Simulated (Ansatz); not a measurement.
A calculation with Ansatz (development build ahead of 0.2.0).

```yaml
crystal:
  periodic: [false, false, false]
  atoms:
    - { symbol: H, position_ang: [1.55303, -0.19362, 1.00615] }
    - { symbol: C, position_ang: [1.17602, 0.0, 0.0] }
    - { symbol: C, position_ang: [-0.28096, 0.0, -1.0e-05] }
    - { symbol: "N", position_ang: [-1.4328, 0.0, 0.0] }
    - { symbol: H, position_ang: [1.55307, 0.96815, -0.33536] }
    - { symbol: H, position_ang: [1.55311, -0.77453, -0.67072] }
basis:
  gaussian: { orbitals: cc-pVTZ }
hamiltonian:
  xc: hf
correlation:
  method: mp2
  frozen_orbitals: { C: 1, H: 0, "N": 1 }
```

The input is written out in the form of the current development build from the run's settings.

The run gave:

```json
{"Converged": "yes", "Reference energy": "-131.97348 hartree", "Correlation energy": "-0.51480 hartree", "Total energy": "-132.48828 hartree", "Spin squared of the determinant": "0.000", "Stability test": "minimum among restricted orbitals"}
```
